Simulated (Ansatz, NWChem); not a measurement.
Exact exchange and the HOMO–LUMO gap of CH2F2 (difluoromethane)

CH2F2: 5 atoms, total charge 0, spin state singlet. As SMILES, `FCF`. The coordinates come from a PBE0-D4/def2-TZVP relaxation.

The HOMO–LUMO gap y, in eV, basis aug-cc-pVDZ; a is the functional's share of exact exchange. Programs: Ansatz 0.2.0, NWChem 7.3.0.

```
functional  program     a  y (eV)
      TPSS   NWChem     0    7.99
    revPBE   Ansatz     0    7.59
     B3LYP   Ansatz   0.2    9.48
   r2SCAN0   Ansatz  0.25   10.68
      PBE0   Ansatz  0.25       ?
     BHLYP   Ansatz   0.5   11.99
```

Task: Fit y = c + s·a to the known rows and predict PBE0.

Result: 
1. Means of the 5 rows: a = 0.1900, y = 9.546.
2. Σ(Δa)² = 0.172, Σ(Δa·Δy) = 1.4923, so the slope is 1.4923/0.172 = 8.6762.
3. Intercept: 9.546 − (8.6762) × 0.1900 = 7.898. The largest residual of the fit is 0.61.
4. PBE0: 7.898 + (8.6762) × 0.25 = 10.07 eV.

The run gave 9.98 eV, so the prediction is off by +0.09 eV, within the scatter of the fit. Exact exchange lowers occupied levels and raises empty ones.
